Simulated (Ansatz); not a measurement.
A made-up structure of Al$_{2}$NH$_{4}$, doublet:

```
7
angstrom
Al -1.5458 0.3125 -0.3922
N -0.0283 -0.3045 -0.2895
Al 0.8662 0.3485 0.6963
H -2.1220 -0.4944 -1.3780
H 0.3662 -1.1335 -0.8715
H 0.2650 1.6420 1.6102
H 2.1986 -0.3707 0.6247
```

It is relaxed with PBE-D4/def2-SVP and then PBE0-D4/def2-TZVP (Ansatz 0.2.0). Atoms count as bonded within 1.22 times the sum of their covalent radii (H–H: 0.88 Å). The end point is not checked to be a true minimum.

Problem. Does its bonding change? (A judgement: the text doesn't fix the answer.)

Solution. By the calculation: Yes. Formed: none; broken: Al1–Al3.

Where it ends: The first stage lowers the energy by 3.54 eV in 7 steps. It ends as Al₂NH₄ ([AlH][NH][AlH2]):
Al1  (-1.786, 0.206, -0.594)
N2  (-0.088, -0.298, -0.309)
Al3  (1.095, 0.392, 0.836)
H4  (-2.619, -0.610, -1.701)
H5  (0.236, -1.076, -0.876)
H6  (0.608, 1.606, 1.728)
H7  (2.554, -0.220, 0.917)
(Å)

Labels in which every atom is bracketed show which atoms are joined, not bond orders.

For scale, one of the runs: PBE0-D4/def2-TZVP relaxation, 129 basis functions, launched by `ansatz run in.yaml --threads 2 --pin off --events-out ev --progress --plain --max-ram 4352MiB`. Hardware: 2 CPU threads of an Arm Neoverse V1, shared host. Wall time about 23 s.
